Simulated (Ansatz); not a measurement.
The input, for Ansatz 0.2.0:

```yaml
crystal:
  periodic: [false, false, false]
  atoms:
    - {symbol: O, position_ang: [0.000000, 0.018907, 1.734073]}
    - {symbol: C, position_ang: [0.000000, 0.033770, 0.585578]}
    - {symbol: P, position_ang: [0.000000, -0.067026, -1.087444]}
    - {symbol: H, position_ang: [0.000000, 1.357174, -1.086472]}
basis:
  gaussian: {orbitals: def2-SVP}
magnetization: {spin_polarized: true, initial_magnetization: 0}
correlation: {method: ccsd_t, electrons: valence, diis_vectors: 1}
output: {forces: true}
```

```sh
$ ansatz run in.yaml --threads 1 --pin off --events-out ev --progress --plain --max-ram 2393MiB
```

The program prints:

```
484 factors; integrals over basis functions are off by at most 1.4e-3 eV
mean field evaluation 1: about -12347.1466 eV, gradient 2.0e1 eV
mean field evaluation 2: about -12347.1881 eV, gradient 2.0e1 eV
mean field evaluation 4: about -12348.9975 eV, gradient 1.9e0 eV
mean field evaluation 8: about -12349.0395 eV, gradient 2.3e-1 eV
mean field evaluation 16: about -12347.1479 eV, gradient 2.0e1 eV
mean field evaluation 32: about -12345.2013 eV, gradient 1.0e1 eV
mean field evaluation 64: about -12346.6592 eV, gradient 1.3e-1 eV
mean field -12349.04065908 eV, -453.8188737408 hartree, gradient 3.0e-6 eV, S^2 0.000000; 3 other end points of the search recorded, 0 dependent functions left out
determinant -12349.04065908 eV, -453.8188737408 hartree, with singles and doubles -12360.91875842 eV, -454.2553858403 hartree
determinant -12346.66060065 eV, -453.7314082069 hartree, with singles and doubles -12357.68860340 eV, -454.1366798327 hartree
7 core orbitals not correlated: weight in the atoms' cores, before any rotation towards them, 1.000 or more for the frozen orbitals, at most 0.000 for the correlated occupied ones
reference -12349.04065908 eV, -453.8188737408 hartree; 8, 8 occupied and 36, 36 virtual orbitals, 484 factors
second order -11.46253770 eV of doubles, -0.00000000 eV of singles
cycle   1  -11.87795997 eV  change    1.4e-4 eV  update   7.1e-4
cycle   2  -11.87784817 eV  change    1.1e-4 eV  update   3.0e-4
cycle   3  -11.87783040 eV  change    1.8e-5 eV  update   2.4e-4
cycle   4  -11.87783938 eV  change   -9.0e-6 eV  update   1.3e-4
cycle   5  -11.87787662 eV  change   -3.7e-5 eV  update   9.0e-5
cycle   6  -11.87787796 eV  change   -1.3e-6 eV  update   3.5e-5
cycle   7  -11.87788838 eV  change   -1.0e-5 eV  update   2.9e-5
cycle   8  -11.87789603 eV  change   -7.7e-6 eV  update   1.7e-5
cycle   9  -11.87790851 eV  change   -1.2e-5 eV  update   9.9e-6
cycle  10  -11.87790432 eV  change    4.2e-6 eV  update   3.8e-6
cycle  11  -11.87790535 eV  change   -1.0e-6 eV  update   1.8e-6
cycle  12  -11.87790553 eV  change   -1.9e-7 eV  update   8.8e-7
cycle  13  -11.87790594 eV  change   -4.1e-7 eV  update   4.0e-7
perturbative correction -0.52546586 eV, -0.0193105141 hartree
the calculation of the forces begins
Total energy: -12361.44403088 eV, -454.2746892471 hartree
Atom 0 at     0.000000     0.018907     1.734073 Å, force    -0.000000    -0.028195     1.619336 eV/Å
Atom 1 at     0.000000     0.033770     0.585578 Å, force     0.000000     0.017686    -0.821365 eV/Å
Atom 2 at     0.000000    -0.067026    -1.087444 Å, force     0.000000    -0.034257    -0.723345 eV/Å
Atom 3 at     0.000000     1.357174    -1.086472 Å, force    -0.000000     0.044765    -0.074626 eV/Å
Dipole moment:     0.000000     0.123315    -0.056246 e Å
```

Forces (eV/Å):
```
O    0.000 -0.028  1.619
C    0.000  0.018 -0.821
P    0.000 -0.034 -0.723
H    0.000  0.045 -0.075
```

Ran on 1 thread of AMD EPYC 7B13, shared host: 7.5 s wall, 0.2 GiB peak host memory.
